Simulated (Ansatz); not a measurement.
# SiH₂O (triplet): the correlation ladder at distance O1–H3 along a hydrogen transfer = 1.054 Å, cc-pVTZ

The task here is to estimate one member of a computed series from the others.

Program: Ansatz 0.2.0, Gaussian basis. Level of theory: cc-pVTZ, core rule «outside noble gas», up to 6 orbitals frozen. These are calculated values, not measurements.

To be run: UHF; CCSD(T) on ROHF; CCSD(T) on UHF; BCCD(T) on ROHF; CISD; CCSDT(Q) on ROHF; CCSDT(Q) on UHF; CASSCF and NEVPT2, 4 electrons in 4 orbitals.

4 further runs of the same task are left out: 4 for a known fault of the program.

## What is computed

The geometry derives from fragments relaxed apart (PBE0/def2-TZVP) and kept rigid, so it is no stationary point. A hydrogen atom is moved between rigid fragments.

4 atoms, charge 0, spin multiplicity 3.

Atoms are counted from 1 here; the program's logs count them from 0.

Bond lengths: O1–H2 0.960 Å, O1–H3 1.054 Å. Angles: H2–O1–H3 105.1°.

The first run:

in.yaml

```yaml
crystal:
  periodic: [false, false, false]
  atoms:
    - {symbol: O, position_ang: [-0.967173, -0.231644, 0.000000]}
    - {symbol: H, position_ang: [-1.216482, 0.694932, 0.000000]}
    - {symbol: H, position_ang: [0.086827, -0.231644, 0.000000]}
    - {symbol: Si, position_ang: [2.096827, -0.231644, 0.000000]}
basis:
  gaussian: {orbitals: cc-pVTZ}
magnetization: {spin_polarized: true, initial_magnetization: 2}
hamiltonian: {xc: hf}
output: {orbitals: {seedname: orbitals}}
```

Command:

```bash
$ ansatz run in.yaml --threads 1 --pin off --events-out ev --progress --plain --max-ram 4096MiB --backend cpu
```

Among the steps run: UHF; CCSD(T) on ROHF; CCSD(T) on UHF; BCCD(T) on ROHF; CISD; CCSDT(Q) on ROHF; CCSDT(Q) on UHF; CASSCF and NEVPT2, 4 electrons in 4 orbitals.

One of the session's tables, all rows but one given; the rest of the session is left out.

It belongs to the step «Misses and costs». 

| method | from UCCSDT(Q) (kJ/mol) |
| --- | --- |
| ROHF | +972.5 |
| UHF | +959.3 |
| RMP2 | +91.7 |
| UMP2 | +92.9 |
| CISD | +114.2 |
| RCCSD | +36.0 |
| UCCSD | ? |
| RCCSD(T) | +3.9 |
| UCCSD(T) | +3.8 |
| BCCD(T) | +3.9 |
| RCCSDT | +1.8 |
| UCCSDT | +1.6 |
| RCCSDT(Q) | +0.2 |
| UCCSDT(Q) | 0 |
| CASSCF pair | +912.8 |
| NEVPT2 pair | +98.6 |

Estimate the missing values for UCCSD.

As computed: from UCCSDT(Q) (kJ/mol): +35.3. In the column «from UCCSDT(Q) (kJ/mol)» it lies between BCCD(T) (+3.9) and RCCSD (+36.0).

Caveats from the session: Restricted and unrestricted rows rest on different reference determinants; where their highest levels disagree by more than a few hundredths of an eV, they describe different states and don't form one ladder.
